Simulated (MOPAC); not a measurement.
MOPAC input (PM6):

```
PM6 PRECISE GNORM=0.05 LET XYZ UHF MS=0.5 GEO-OK AUX(PRECISION=9) THREADS=1
HBe

Be   -0.00000000 1   -0.00000000 1   -0.26948411 1
H     0.00000000 1    0.00000000 1    1.07793645 1
```

Problem. What heat of formation does the run end on?

Solution. 69.41 kcal/mol.
